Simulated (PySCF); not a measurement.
Spin–spin coupling constants

Bonds (- single, = double, # triple, : aromatic): N1-C2 1.448 Å, C2-C3 1.505 Å, C3-C4 1.497 Å, C4-C5 1.501 Å, C5-C3 1.503 Å. N1 carries H6, H7; C2 carries H8, H9; C3 carries H10; C4 carries H11, H12; C5 carries H13, H14. H11, H13 are cis to C2 on the ring; H12, H14 are trans to C2 on the ring.

Method: B3LYP/pcJ-1 (spin–dipole term only in couplings to heteroatoms)//PBE0-D3(BJ)/def2-SVP, PySCF; isolated molecule, single conformer, non-relativistic. Couplings are averaged over pairs made equivalent by symmetry, fast rotation or ring inversion, so a value needn't be that of the named pair in this geometry, while other rotamers aren't included; one pair stands for each set, and the list holds a selection of those of at least 1.5 Hz over up to four bonds.

Isotopes: $^{13}$C, $^{1}$H, $^{15}$N.

```
    pair  bonds  J (Hz)
  N1, C2      1       ?
  N1, H6      1       ?
  C2, C3      1    49.5
  C2, H8      1       ?
  C3, C4      1    15.5
 C3, H10      1   167.1
  C4, C5      1    15.0
 C4, H11      1   165.6
 C4, H12      1   169.8
  N1, C3      2       ?
  N1, H8      2    -2.0
  C2, H6      2    -2.5
  C3, H8      2    -4.2
 C4, H13      2       ?
  H6, H7      2    -9.8
H11, H12      2    -5.1
  N1, C4      3       ?
 C2, H11      3     6.2
 C2, H12      3     3.1
  C3, H6      3     7.6
  C4, H8      3       ?
  C4, H9      3     5.7
 H8, H10      3       ?
H11, H13      3    10.6
H11, H14      3     6.1
H12, H14      3    10.0
```

Task: Estimate the withheld couplings, with signs.

Result: 
- $^{1}J$(N1,C2) = -4.7 Hz (bond length 1.448 Å)
- $^{1}J$(N1,H6) = -64.9 Hz (bond length 1.019 Å)
- $^{1}J$(C2,H8) = 135.4 Hz (mean over equivalent pairs that range from 131.7 to 139.1 Hz in this conformer)
- $^{2}J$(N1,C3) = -4.8 Hz (angle at C2 111°)
- $^{2}J$(C4,H13) = -2.0 Hz (angle at C5 117°)
- $^{3}J$(N1,C4) = -1.7 Hz (mean over equivalent pairs that range from -2.6 to -0.8 Hz in this conformer)
- $^{3}J$(C4,H8) = 2.1 Hz (mean over equivalent pairs that range from 0.6 to 3.7 Hz in this conformer)
- $^{3}J$(H8,H10) = 7.4 Hz (mean over equivalent pairs that range from 3.7 to 11.1 Hz in this conformer)
